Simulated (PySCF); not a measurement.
Input of a run on `S=CS` (CH2S2): the job's settings, then the atoms in Å.
```
{"job": {"kind": "uv", "xc": "PBE0", "basis": "def2-SVPD", "solvent": "acetone", "nstates": 6, "ntriplets": 0}, "charge": 0, "multiplicity": 1}
S     -0.874885     1.489787    -0.397486
C     -0.492122    -0.065335    -0.155574
S      1.062098    -0.823431    -0.219328
H     -1.259586    -0.820473     0.083410
H      1.754639     0.301199    -0.519336
```

Method: TDDFT PBE0/def2-SVPD, vertical, IEF-PCM acetone (non-equilibrium linear response), core orbitals frozen in the response (PySCF, density fitting); geometry PBE0-D3(BJ)/def2-SVP, gas phase, not relaxed in the solvent; ε = 20.49, cavity from Bondi-type radii × 1.2. The static polarisability takes the continuum's full static response.

What does the run print?

```
coarse grid: 5576 points
cycle   1  E = -834.9876502932  dE =  2.656e-01  |g| = 2.340e-01  |ddm| = 2.740e+00
cycle   2  E = -834.9563551764  dE =  3.130e-02  |g| = 4.163e-01  |ddm| = 9.316e-01
cycle   3  E = -835.0067842214  dE = -5.043e-02  |g| = 3.401e-02  |ddm| = 4.818e-01
cycle   4  E = -835.0070809227  dE = -2.967e-04  |g| = 1.641e-02  |ddm| = 6.959e-02
cycle   5  E = -835.0071529122  dE = -7.199e-05  |g| = 5.435e-03  |ddm| = 2.918e-02
cycle   6  E = -835.0071623398  dE = -9.428e-06  |g| = 5.056e-04  |ddm| = 9.022e-03
final grid: 45448 points
cycle   7  E = -835.0835885993  dE = -2.891e-06  |g| = 7.574e-03  |ddm| = 4.116e-02
cycle   8  E = -835.0835631522  dE =  2.545e-05  |g| = 1.228e-02  |ddm| = 1.977e-02
cycle   9  E = -835.0836034615  dE = -4.031e-05  |g| = 1.164e-03  |ddm| = 1.237e-02
cycle  10  E = -835.0836038686  dE = -4.072e-07  |g| = 1.549e-04  |ddm| = 1.803e-03
cycle  11  E = -835.0836038760  dE = -7.411e-09  |g| = 3.984e-05  |ddm| = 3.126e-04
cycle  12  E = -835.0836038766  dE = -5.441e-10  |g| = 8.031e-06  |ddm| = 7.311e-05
converged SCF energy = -835.0836038766

Static polarisability (au): isotropic 83.518, principal 55.574 69.059 125.922

Singlet excitations
state   eV       nm        f      main configurations
  1   2.7833    445.5   0.00012   H->L 1.00
  2   4.5887    270.2   0.27216   H-1->L 0.94
  3   5.5984    221.5   0.00751   H->L+1 0.99
  4   5.9496    208.4   0.00031   H-1->L+1 0.97
  5   6.4302    192.8   0.00021   H-3->L 0.98
  6   6.4652    191.8   0.21238   H->L+2 0.60, H->L+3 0.33
```

The cycles run first on a coarse grid and then on the final one, and are numbered through; the first dE on the final grid is taken against the last density's energy on that grid. Energies include the polarisation term of the continuum.

The same input without solvent ends at -835.077264 Eh. What does the continuum change?

The energy falls by 0.006340 Eh, 16.64 kJ/mol; the polarisation term alone is -20.35 kJ/mol. HOMO -6.85 → -6.90 eV, LUMO -2.43 → -2.37 eV, dipole 1.75 → 2.70 D. The SCF took 12 cycles in the solvent and 13 in the gas phase.

Time: 2.8 s; peak memory 0.40 GiB. Hardware: an Arm Neoverse V1 with one thread, no GPU, shared host. This is the whole response run at PBE0/def2-SVPD in acetone, SCF included.

The values belong to the conformer `[S:1]=[CH:2][SH:3]`: H–S3–C2–S1 0°.
